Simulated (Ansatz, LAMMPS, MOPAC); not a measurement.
**Ladder of methods for the equilibrium lattice constant a of rock-salt PbS**

Reference value: 5.914 Å (measured, 120 K, no zero-point or thermal correction; as tabulated in Noda, Masumoto, Ohba, Saito, Toriumi, Iwata, Shibuya, Acta Cryst. C 43, 1443 …).

Question: What do ionic model fan2014, PM3 semi-empirical Hartree-Fock (MOPAC), LDA, PBE, rVV10, LC-ωPBE, Hartree–Fock give, and how far is each from the reference?

Answer: 
```tsv
level (code)	value (Å)	difference (%)
ionic model fan2014 (rigid ions, LAMMPS)	5.939	+0.42
PM3 semi-empirical Hartree-Fock (MOPAC)	5.847	-1.13
LDA (Ansatz)	5.845	-1.17
PBE (Ansatz)	6.009	+1.61
rVV10 (Ansatz)	6.029	+1.94
LC-ωPBE (Ansatz)	5.938	+0.41
Hartree–Fock (Ansatz)	6.184	+4.57
```

The reference is not for a static lattice or low temperature, so close values are not ranked against it. Off by more than 1.25 %, or 1.75 % on the side where a correction would as a rule narrow the miss (bounds picked here): Hartree–Fock (+4.57 %), rVV10 (+1.94 %), PBE (+1.61 %).

The measured value isn't corrected to a static lattice, so vibrations enter the comparison. A static lattice is as a rule a little smaller than the measured one.  Density-functional levels without +SOC have no spin–orbit coupling. PM3 semi-empirical Hartree-Fock (MOPAC): the method was fitted mainly to molecules. PM3 semi-empirical Hartree-Fock (MOPAC): the run uses a supercell at the zone centre in place of a k mesh. Hartree–Fock: the cell is over a tenth larger than the published one: the level's own overestimate first of all, though another phase or state, or a fault of the published cell, is possible. Cutoffs and k meshes differ between the levels. Ansatz's density-functional and Hartree–Fock values are scalar-relativistic unless marked +SOC, with PAW data made under PBE.

Empirical potentials (ionic model fan2014) are fitted to chosen data: where that held the value shown, agreement is built in, and what lay outside the fit can be far off.

Differences are worked out from the printed values.

Ansatz is a program for electronic structure.
